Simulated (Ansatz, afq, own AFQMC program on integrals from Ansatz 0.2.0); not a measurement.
## Breaking Si3–Cl5 in CH4Cl2OSeSi, singlet

```json
{"atom": "C", "x (Å)": "0.6050", "y (Å)": "-1.5099", "z (Å)": "0.0175"}
{"atom": "O", "x (Å)": "0.4726", "y (Å)": "-0.3168", "z (Å)": "-0.7190"}
{"atom": "Si", "x (Å)": "-0.6082", "y (Å)": "0.8823", "z (Å)": "-0.4447"}
{"atom": "Cl", "x (Å)": "-2.5325", "y (Å)": "0.1698", "z (Å)": "-0.5881"}
{"atom": "Cl", "x (Å)": "-0.2612", "y (Å)": "2.2535", "z (Å)": "-1.9196"}
{"atom": "Se", "x (Å)": "-0.4665", "y (Å)": "1.7742", "z (Å)": "1.6297"}
{"atom": "H", "x (Å)": "1.4665", "y (Å)": "-2.0630", "z (Å)": "-0.3820"}
{"atom": "H", "x (Å)": "-0.2949", "y (Å)": "-2.1400", "z (Å)": "-0.0789"}
{"atom": "H", "x (Å)": "0.7792", "y (Å)": "-1.3064", "z (Å)": "1.0881"}
{"atom": "H", "x (Å)": "0.9232", "y (Å)": "2.2051", "z (Å)": "1.4000"}
```

Products: CH$_{4}$ClOSeSi (doublet; CH3–O–Si(–SeH)–Cl) and Cl (doublet), each relaxed with PBE0/def2-SVP like the molecule; electronic energies without zero-point terms. Determinants: RHF, UHF and UHF in that order.

Basis def2-SVP. Only valence electrons are correlated. Ansatz 0.2.0 and our own AFQMC program on the same integrals; the CISD trial comes from CCSD amplitudes, and released means the phaseless constraint is let go. Error bars are statistical, one sigma. No spin–orbit coupling. The errors of all members are added in quadrature.

No full CI on the walks' own integrals is used here. The released AFQMC energy serves as the reference, which it does only where one determinant dominates, the energy is flat over the last release times and near the phaseless one (40 meV or 2 meV an electron, half that with transition metals). On small molecules, where full CI could be run and the noise was under 10 meV, such values lay within 10 meV of it in 19 cases of 20, a flattering rate, since the rule was set on those same cases; what remains of the bias isn't in the error bar. Each member takes its own surest rung, up to full CI.

The best estimate is CCSD(T) at the basis-set limit (CBS: def2-TZVPP and def2-QZVPP, with their diffuse functions for anions and beside diffuse sets, MP2 extrapolated, CCSD(T) minus MP2 from TZVPP) plus the step from CCSD(T) to AFQMC with the constraint released in def2-SVP. Rows without CBS are in def2-SVP, the functionals in def2-TZVP; B2PLYP and the wave-function rows carry a basis error of their own. Core correlation and relativity beyond core potentials are missing, and ± holds the sampling alone.

Cautions: inner d shell frozen; no relativity below Rb; no spin-orbit coupling; CH₄Cl₂OSeSi (singlet): the released value is read at 0.63 1/Eh with a noise of 21 meV, more than in the cases checked, later times being too noisy (meV from the phaseless value at times in 1/Eh: -5 ± 11 at 0.21, -31 ± 17 at 0.42, -28 ± 21 at 0.63, -14 ± 24 at 0.90); CH₄ClOSeSi (doublet): the released value is read at 0.90 1/Eh with a noise of 17 meV, more than in the cases checked (meV from the phaseless value at times in 1/Eh: 1 ± 11 at 0.21, 12 ± 14 at 0.42, 2 ± 20 at 0.63, -12 ± 17 at 0.90).

Best estimate: 476.3 ± 2.6 kJ/mol.

| level | bond energy (kJ/mol) | error against the best estimate (kJ/mol) |
| --- | --- | --- |
| HF | 347.6 | -128.8 ± 2.6 |
| MP2 | 451.3 | -25.1 ± 2.6 |
| CCSD | 426.8 | -49.6 ± 2.6 |
| CCSD(T) | 432.3 | -44.0 ± 2.6 |
| ph-AFQMC/CISD | 432.0 ± 1.6 | -44.3 ± 3.1 |
| released AFQMC | 433.2 ± 2.6 | -43.2 |
| HF/CBS | 351.8 | -124.5 ± 2.6 |
| MP2/CBS | 500.8 | 24.5 ± 2.6 |
| CCSD(T)/CBS | 475.4 | -1.0 ± 2.6 |
| PBE | 448.7 | -27.6 ± 2.6 |
| r2SCAN | 456.0 | -20.3 ± 2.6 |
| PBE0 | 452.3 | -24.0 ± 2.6 |
| B3LYP | 431.7 | -44.6 ± 2.6 |
| wB97M-V | 478.7 | 2.4 ± 2.6 |
| B2PLYP | 449.4 | -27.0 ± 2.6 |

Correlation beyond CCSD(T) changes it by less than twice the noise. Going to the basis-set limit adds 43.1 kJ/mol at CCSD(T). The perturbative (T) step is worth +5.5 kJ/mol.

Best estimates are given only where the step beyond CCSD(T) is under 0.3 eV and no member's determinant is very poor (T1 over 0.05, or 0.07 for open shells, ⟨S²⟩ too high by 0.3, two states mixed), so the hardest cases are missing from such tables.

The functionals ran in a triple-zeta set and keep a basis error of their own, a few kJ/mol for each bond in atomization energies and more for double hybrids, so close places among them and the extrapolated levels can swap.

Each member of a difference takes its own highest rung, so a best estimate needn't equal the limit plus the step of one row. Released energies are given only where the last usable release times agree within the noise; a slower fall can still hide under it.
